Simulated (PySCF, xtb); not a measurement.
CHCl₃, SMILES C(Cl)(Cl)Cl.

GFN2-xTB in xtb at its own geometry gives an orbital gap of 5.63 eV and a dipole moment of 1.20 D.

The structure is a stationary point at TPSSh-D3(BJ)/def2-SVP.

What does PBE/def2-TZVPD (PySCF) give? (The exact figures need the calculation; the answer reports its results.)

gap 5.23 eV (levels -7.53 and -2.30 eV), dipole 1.03 D.
